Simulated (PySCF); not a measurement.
Frontier orbitals and the lowest excitations

Species: 1,4-pentadiyne, C₅H₄.
Geometry (GFN2-xTB, Å), atoms numbered from 1 in this order:
```
atom  x, y, z in Å
C1    -2.1184   -0.8022    0.0662
C2    -1.1907   -0.0476    0.0515
C3    -0.0495    0.8516    0.0312
C4     1.1910    0.0996   -0.0499
C5     2.2020   -0.5350   -0.1235
H6    -2.9388   -1.4554    0.0795
H7    -0.1267    1.5182   -0.8354
H8    -0.0494    1.4596    0.9429
H9     3.0939   -1.0828   -0.1877
```

Method used: PySCF 2.14.0, density-fitted response routines, TDDFT CAM-B3LYP/def2-SVPD, vertical, gas phase, core orbitals frozen in the response.

Kohn–Sham orbitals with the atoms that hold most of them (Löwdin shares over 4%, at most four atoms; ? is withheld):

| orbital | ε (eV) | atoms |
| --- | --- | --- |
| HOMO-3 | -9.81 | C4 21%, C2 21%, C5 20%, C1 20% |
| HOMO-2 | -9.75 | C4 23%, C2 23%, C5 22%, C1 22% |
| HOMO-1 | -9.28 | ? |
| HOMO | -9.20 | C1 21%, C5 21%, C2 19%, C4 19% |
| LUMO | ? | ? |
| LUMO+1 | 1.77 | C1 21%, C5 21%, C2 16%, C4 16% |
| LUMO+2 | 1.93 | C3 14%, C5 13%, C1 13%, C4 13% |

**Question.** Give the leading atoms of the LUMO.

**Answer.** C3 (bonded to 2 C and 2 H) 21%; C5 (bonded to C and H) 14%; C1 (bonded to C and H) 14%; C4 (bonded to 2 C) 13%.

**Question.** Give the leading atoms of the HOMO-1.

**Answer.** C2 (bonded to 2 C) 23%; C4 (bonded to 2 C) 23%; C1 (bonded to C and H) 23%; C5 (bonded to C and H) 23%.

**Question.** What is the LUMO energy, and the HOMO–LUMO gap?

**Answer.** ε(LUMO) = 1.25 eV; the gap is 10.45 eV (0.3840 hartree).

**Question.** How does S1 compare with the orbital gap of 10.45 eV?

**Answer.** S1 is at 6.60 eV (f = 0.0003), 3.85 eV below the gap, made of HOMO→LUMO+1 (52%), HOMO→LUMO (11%), HOMO-2→LUMO+6 (11%). Its leading pair isn't HOMO and LUMO; the energies of that pair differ by 10.97 eV. Without the coupling terms of the response equations the lowest excitation would equal the gap.

**Question.** Give energy, strength and leading configuration of S7 and S8, and follow the Löwdin shares of the leading atoms from the occupied to the empty orbital.

**Answer.** 
- S7 (7.49 eV, f 0.043), HOMO→LUMO (79%): C1 21% → 14%, C5 21% → 14%, C3 at most 19% → 21%
- S8 (7.59 eV, f 0.050), HOMO-1→LUMO (80%): C2 23% → at most 13%, C4 23% → 13%, C3 at most 8% → 21%, C5 23% → 14%

Löwdin shares depend on the basis, the more so with diffuse functions.
